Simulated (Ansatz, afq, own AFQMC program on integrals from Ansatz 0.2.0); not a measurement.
H3O⁺, singlet in cc-pVDZ, levels against CCSDT(Q)

```yaml
atoms:
  - { symbol: O, position_ang: [0.0002, -0.0001, -0.0419] }
  - { symbol: H, position_ang: [0.9410, 0.0142, 0.2253] }
  - { symbol: H, position_ang: [-0.4835, 0.8094, 0.2180] }
  - { symbol: H, position_ang: [-0.4600, -0.8219, 0.2221] }
```

Basis cc-pVDZ. Only valence electrons are correlated. AFQMC by an in-house program on the Cholesky factors that Ansatz 0.2.0 writes for its CCSD(T) run. ph-AFQMC/CISD is guided by a CISD state made of CCSD amplitudes; releasing the constraint for a short imaginary time cuts its bias at the price of noise, slowly where states lie close. Error bars are statistical, one sigma.

Determinant: RHF, the one that the program's search chose, which needn't be the lowest solution. The geometry is a PBE0/def2-TZVP stationary point of this or a neighbouring charge and spin state.

No full CI on the walks' own integrals is used here; CCSDT(Q) serves as the reference and is uncertain by about the last step of the cluster series.

Cautions: the released energies are still falling, so no released level is given (meV from the phaseless value at times in 1/Eh: 3 ± 4 at 0.24, -5 ± 6 at 0.51, 0 ± 5 at 0.99, -8 ± 6 at 1.62, -18 ± 8 at 2.40), though the last usable value meets CCSDT(Q) within the noise.

The T1 diagnostic is 0.0060 and the weight of the determinant in the CISD state is 0.946. The size of the correlated space is 8 electrons in 28 orbitals.

Reference: CCSDT(Q), correlation energy -5.931 eV.

```json
{"level": "HF", "E − E(reference) (meV)": "5930.8", "share of correlation (%)": "0.00"}
{"level": "MP2", "E − E(reference) (meV)": "406.7", "share of correlation (%)": "93.14"}
{"level": "CCSD", "E − E(reference) (meV)": "102.4", "share of correlation (%)": "98.27"}
{"level": "CCSD(T)", "E − E(reference) (meV)": "16.3", "share of correlation (%)": "99.73"}
{"level": "CCSDT", "E − E(reference) (meV)": "11.6", "share of correlation (%)": "99.81"}
{"level": "ph-AFQMC/HF", "E − E(reference) (meV)": "-21.6 ± 36.1", "share of correlation (%)": "100.36"}
{"level": "ph-AFQMC/CISD", "E − E(reference) (meV)": "5.4 ± 8.2", "share of correlation (%)": "99.91"}
```

A walk keeps the symmetry of its determinant, which the program's search chose and which needn't be the lowest solution, so a lower state of the same spin and another symmetry isn't excluded.
